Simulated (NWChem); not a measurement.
carbon disulfide (CS₂); SMILES S=C=S

Program: NWChem. Pople sets run with spherical d functions. Structure relaxed at the B3LYP/6-31G* (spherical d) level. Vertical excitations in the gas phase; the lowest state need not have the same character in each row.

For level PBE/6-31+G*, full TDDFT:

```
Item                                      Result
----------------------------------------  ------
lowest excitation, singlet (eV)             4.02
lowest state with f > 0.02, singlet (eV)    6.55
lowest triplet (eV)                         3.32
orbital gap (eV)                            4.02
```

Task: What are these values for level LRC-wPBEh/6-31+G*, full TDDFT?

Result: 
- lowest excitation, singlet (eV): 3.83
- lowest state with f > 0.02, singlet (eV): 6.73
- lowest triplet (eV): 2.95
- orbital gap (eV): 9.14
